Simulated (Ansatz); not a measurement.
# AlNH+ (singlet): from Hartree-Fock to the top rungs, cc-pVDZ

How much of the correlation energy of AlNH+ (singlet) does each wave-function method recover here?

Computed with Ansatz 0.2.0, Gaussian basis. Level: cc-pVDZ, core rule «outside noble gas», up to 6 orbitals frozen.

Plan: UHF; CCSD(T) on RHF; CCSD(T) on UHF; BCCD(T) on RHF; CISD; CCSDT(Q) on RHF; CCSDT(Q) on UHF; CCSDTQ on RHF; CCSDTQ on UHF.

16 further runs of the same task are left out: 7 for a known fault of the program, 9 set aside as unsound or not needed.

## 1. The system

The geometry is a PBE0/def2-TZVP stationary point (not a proven minimum) of the parent state, kept for this charge and spin.

3 atoms, charge 1, spin multiplicity 1.

Atoms are counted from 1 here; the program's logs count them from 0.

Bond lengths: Al1–N2 1.737 Å, N2–H3 1.016 Å. Angles: Al1–N2–H3 130.8°.

## 2. UHF

in.yaml

```yaml
crystal:
  periodic: [false, false, false]
  atoms:
    - {symbol: Al, position_ang: [0.000000, 0.032676, 0.636525]}
    - {symbol: N, position_ang: [0.000000, -0.106661, -1.095305]}
    - {symbol: H, position_ang: [0.000000, 0.607486, -1.818390]}
basis:
  gaussian: {orbitals: cc-pVDZ}
total_charge: 1
magnetization: {spin_polarized: true, initial_magnetization: 0}
hamiltonian: {xc: hf}
output: {orbitals: {seedname: orbitals}}
```

Launch:

```sh
> ansatz run in.yaml --threads 1 --pin off --events-out ev --progress --plain --max-ram 8192MiB --backend cpu
```

The runs that follow: CCSD(T) on RHF; CCSD(T) on UHF; BCCD(T) on RHF; CISD; CCSDT(Q) on RHF; CCSDT(Q) on UHF; CCSDTQ on RHF; CCSDTQ on UHF.

Q: Predict the results of all the runs planned. Wanted: RCCSDTQ below the RHF energy; RMP2 from RCCSDTQ; RCCSD from RCCSDTQ; RCCSD(T) from RCCSDTQ; RCCSDT(Q) from RCCSDTQ; T1 diagnostic.

**Answer**, as computed:

| quantity | value |
| --- | --- |
| RCCSDTQ below the RHF energy | -7.1403 eV |
| RMP2 from RCCSDTQ | +135.7 kJ/mol |
| RCCSD from RCCSDTQ | +47.3 kJ/mol |
| RCCSD(T) from RCCSDTQ | +2.4 kJ/mol |
| RCCSDT(Q) from RCCSDTQ | -2.2 kJ/mol |
| levels within 1 kcal/mol (43 meV) | RCCSD(T), RCCSDT, RCCSDT(Q) |
| T1 diagnostic | 0.077 |

In words: RCCSD(T) misses by +2.4 kJ/mol, 0.3 % of the correlation energy. These misses are within one basis, not against nature.
